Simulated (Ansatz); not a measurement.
Total energies of AlMe2H (C2H7Al) from Ansatz at PBE0-D4/def2-TZVP, gas phase (1 Eh = 27.2114 eV = 2625.5 kJ/mol). The reference geometry is relaxed at r2SCAN-D4/def2-TZVP.

Cartesian coordinates in Å:
```
Al -0.135 -0.531 -0.529
C -1.573 0.648 0.069
H -1.344 1.693 -0.170
H -1.687 0.613 1.159
H -2.545 0.417 -0.373
C 1.652 -0.337 0.236
H 1.642 -0.577 1.306
H 2.005 0.698 0.168
H 2.404 -0.976 -0.233
H -0.418 -1.648 -1.633
```

| state | geometry | energy (Eh) |
| --- | --- | --- |
| charge 0 singlet | reference | -322.67390 |
| charge 1 doublet | reference | -322.31043 |
| charge 1 doublet | relaxed at r2SCAN-D4/def2-TZVP | -322.33749 |
| free Al atom (doublet) | – | -242.24894 |
| free C atom (triplet) | – | -37.80537 |
| free H atom (doublet) | – | -0.50104 |

Work out the vertical ionisation energy to the doublet.

E(charge 1 doublet) − E(charge 0 singlet) = -322.31043 − (-322.67390) = 0.36347 Eh = 9.89 eV. For comparison, −ε of the highest occupied level is 7.78 eV at this level, 2.11 eV less.

How much does the charge 1 doublet relax, and what is the adiabatic ionisation energy?

Relaxation: -322.31043 − (-322.33749) = 0.02706 Eh = 0.74 eV. Adiabatic ionisation energy: 0.33641 Eh = 9.15 eV, without zero-point energy. 

What is the binding energy per atom against free atoms?

Atoms: 1 × (-242.24894) + 2 × (-37.80537) + 7 × (-0.50104) = -321.36696 Eh. Binding: -321.36696 − (-322.67390) = 1.30694 Eh = 35.56 eV, or 3.56 eV for each of 10 atoms (no zero-point energy, no counterpoise term).
